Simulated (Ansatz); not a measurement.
Zinc-blende HgS (metastable phase) was calculated with RPBE (Ansatz, an electronic-structure program, PAW).

Run with plane-wave cutoff 520 eV, 10×10×10 k mesh, Fermi–Dirac smearing 0.01 eV, scalar-relativistic PAW data made under PBE.

Energies at three volumes about the minimum:

```
V (Å³/atom)  E − E_lowest (meV/atom)
-----------  -----------------------
27.497                          1.57
28.059                          0.00
28.620                          1.45
```

Problem. Fit a parabola by hand: where is the minimum, what lattice constant follows, and what is the bulk modulus?

Solution. Slopes: (0.00 − 1.57)/(28.059 − 27.497) = -2.794 and (1.45 − 0.00)/(28.620 − 28.059) = 2.585 meV/Å³. Curvature E″ = 2 × (2.585 − (-2.794))/(28.620 − 27.497) = 9.580 meV/Å⁶. From the middle of the first interval, the slope vanishes at V0 = 27.7780 − (-2.794)/9.580 = 28.070 Å³/atom. B = V0 E″ = 28.070 × 9.580 meV/Å³ × 0.1602 GPa per meV/Å³ = 43.1 GPa. With 8 atoms in the cube, a = (8 × 28.070)^(1/3) = 6.078 Å. The full Birch–Murnaghan fit to all volumes gives V0 = 28.059 Å³/atom and B0 = 43.0 GPa.

Measured, for comparison: lattice constant a 5.841 Å (295 K, no zero-point or thermal correction; as tabulated in Cardona et al. (2009), arXiv:0908.2634).

Note: the cell is over a tenth larger than the published one: the level's own overestimate first of all, though another phase or state, or a fault of the published cell, is possible.
